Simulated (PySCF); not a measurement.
Start geometry of `N[SiH2]P` from GFN2-xTB (Å):
```
atom  x, y, z in Å
N1    -1.3691    0.7249   -0.0782
Si2   -0.2278   -0.4618    0.4163
P3     1.5519   -0.0608   -0.8856
H4    -1.3940    1.0155   -1.0425
H5    -2.2969    0.7193    0.3109
H6    -0.0134   -0.2403    1.8488
H7    -0.5997   -1.8699    0.2008
H8     2.3986   -0.8848   -0.1700
H9     1.9640    1.0638   -0.1983
```

Problem. What comes out of this run: PBE0-D3(BJ)/def2-SVP geometry optimisation, gas phase in PySCF?

Solution. 
```
atom  x, y, z in Å
N1    -1.4209    0.7627   -0.2294
Si2   -0.2275   -0.3562    0.3374
P3     1.6467    0.0589   -0.8586
H4    -1.6154    0.8159   -1.2237
H5    -2.2706    0.8959    0.3083
H6    -0.0895   -0.1323    1.8086
H7    -0.5116   -1.8183    0.1311
H8     2.4169   -0.9281   -0.1694
H9     2.0803    1.1352   -0.0267
```

The energy falls by 2.6 kcal/mol over 8 energy and gradient evaluations, the largest force component goes from 0.0219 to 3.1e-04 Eh/bohr, and the atoms move by 0.163 Å rms after alignment. Among the bonds, P3–H8 and P3–H9 change most and about equally (+0.047 to +0.048 Å). Bonds longer at the end by more than 0.005 Å: 8 of 8; shorter: 0. Among the angles that change most is N1–Si2–P3, from 103.7° to 106.2°. Among the dihedrals that turn most is H4–N1–Si2–H6, from 155° to 176°. Rotational constants go from 14810, 3747, 3173 to 15014, 3568, 3072 MHz. The orientation of the end geometry is arbitrary; only internal coordinates are fixed.

The run used 80 basis functions and 49 SCF cycles in all.

Whether it is a minimum is left open (no frequencies). One conformer, not necessarily the lowest.
